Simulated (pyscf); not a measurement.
H₂N–SiH₂–Cl + HCl -> H₂N–SiH₂–Cl + HCl (four-centre exchange; singlet surface; Cl–Si, Cl–H broken, Cl–Si, Cl–H formed). Optimised with ωB97X-D3(BJ)/def2-SVP in PySCF. Correlated levels are frozen-core, on RHF or UHF. ΔMP2 is the change of the MP2 total energy from the triple- to the quadruple-zeta basis. Energies in eV from the separated reactants.

| level | barrier | reaction energy |
|---|---|---|
| PBE/def2-TZVP | (withheld) | 0.00 |
| r²SCAN/def2-TZVP | 1.11 | 0.00 |
| PBE0-D3(BJ)/def2-TZVP | 1.13 | 0.00 |
| M06-2X/def2-TZVP | 1.30 | 0.00 |
| MP2/def2-QZVPP | 1.30 | 0.00 |
| CCSD/def2-TZVPP | 1.58 | 0.00 |
| CCSD(T)/def2-TZVPP + ΔMP2(QZVPP) | (withheld) | 0.00 |

Problem. Fill in the missing entries.

Solution. 
- PBE/def2-TZVP, barrier: 1.01
- CCSD(T)/def2-TZVPP + ΔMP2(QZVPP), barrier: 1.40

Of the functionals in the table, M06-2X is closest to CCSD(T)/def2-TZVPP + ΔMP2(QZVPP) in the barrier (0.10 eV apart) and PBE least close (0.39 eV); that level has limits of its own. On the product side the descent ends in a complex, 0.21 eV under the separated species and 1.47 eV under the saddle at ωB97X-D3(BJ)/def2-TZVP. At ωB97X-D3(BJ) the barrier from the zero used here is 1.27 eV. One saddle was located; it need not be the lowest between these sides. The CCSD(T) − MP2 part came from Ansatz, without density fitting, on the same reference.
